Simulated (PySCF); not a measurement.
Coordinates in bohr (charge 0 multiplicity 2):
```
N     0.5272    0.0000    0.0000
S    -0.1154    2.8390    0.0000
S    -0.1154   -2.8390    0.0000
```

These are results of UPBE0/[N def2-TZVP, S def2-TZVP], no relativity, density fitting, PySCF, not measurements.

This geometry of NS2 is a stationary point at this level.

Question: What is the point group?

Answer: C2v.

Question: Is it a minimum?

Answer: Yes: all harmonic wavenumbers are real.

Question: Give the atomic charges and bond orders.

Answer: 
```json
{"atom": "N1", "Mulliken": "-0.07", "Löwdin": "-0.47", "polar tensor": "0.58", "spin (Mulliken)": "0.37", "Mayer order to N1": "–"}
{"atom": "S2,3", "Mulliken": "0.04", "Löwdin": "0.24", "polar tensor": "-0.29", "spin (Mulliken)": "0.32", "Mayer order to N1": "1.65"}
```
Other Mayer orders above 0.3: S–S 0.59.

Question: Give the ideal-gas entropy at 298.15 K and 1 bar by parts.

Answer: translation 163.2, rotation 85.3, vibration 8.3, spin 5.8; total 262.6 J/(mol K).

This need not be the most stable arrangement of these atoms.
